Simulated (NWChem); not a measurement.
## Correlation energy of hydrogen isocyanide (CHN)

```
N
C 1 1.1842
H 1 1.0125 2 180.00
```
Charge 0, spin multiplicity 1.

Everything below was run with NWChem. All single points use one geometry, from PBE/def2-SVP, a minimum by its harmonic frequencies.

Basis set: def2-TZVP. Each correlation energy counts from its own Hartree-Fock reference.

The correlated methods keep 2 core orbitals frozen. No row is a measurement; the coupled-cluster row has its own basis-set and correlation limits.

Task: One of these methods gave a correlation energy of -331.2 mHa. Which?
(A) CR-CCSD[T]
(B) CCSD
(C) MP2
(D) SCS-MP2

Result: C, MP2. The others give -327.3 (SCS-MP2), -355.5 (CR-CCSD[T]), -340.5 (CCSD).
